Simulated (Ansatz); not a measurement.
A made-up structure of AlNH5S (charge +1), singlet:

```xyz
8
angstrom
N -0.7960 0.8923 -1.0834
Al -0.2624 0.6191 0.5403
S 0.4471 -1.6765 0.6859
H -0.8396 0.2271 -1.8400
H -1.1530 1.7836 -1.4004
H -0.1104 1.3388 1.9092
H 1.2670 -1.6838 -0.3867
H 0.7728 -0.4709 0.7650
```

It is relaxed with PBE-D4/def2-SVP and then PBE0-D4/def2-TZVP (Ansatz 0.2.0). Atoms count as bonded within 1.22 times the sum of their covalent radii (H–H: 0.88 Å). The end point is not checked to be a true minimum.

(1) Does its bonding change? (Judge from chemistry; the calculation decides.)

## Answers

(1) Computed: Yes. Formed: none; broken: Al2–H8.

Where it ends: The first stage lowers the energy by 2.19 eV in 21 steps. It ends as AlNH₅S ([NH2][AlH][SH2]), total charge +1:
N1  (-0.949, 0.956, -1.183)
Al2  (-0.371, 0.742, 0.434)
S3  (0.469, -1.507, 0.603)
H4  (-0.969, 0.275, -1.927)
H5  (-1.363, 1.819, -1.508)
H6  (-0.234, 1.494, 1.787)
H7  (1.269, -1.488, -0.485)
H8  (1.474, -1.261, 1.470)
(Å)

Labels in which every atom is bracketed show which atoms are joined, not bond orders.

For scale, one of the runs: PBE0-D4/def2-TZVP relaxation, 135 basis functions, launched by `ansatz run in.yaml --threads 2 --pin off --events-out ev --progress --plain --max-ram 4352MiB`. Hardware: 2 CPU threads of an Arm Neoverse V1, shared host. Wall time about 27 s.
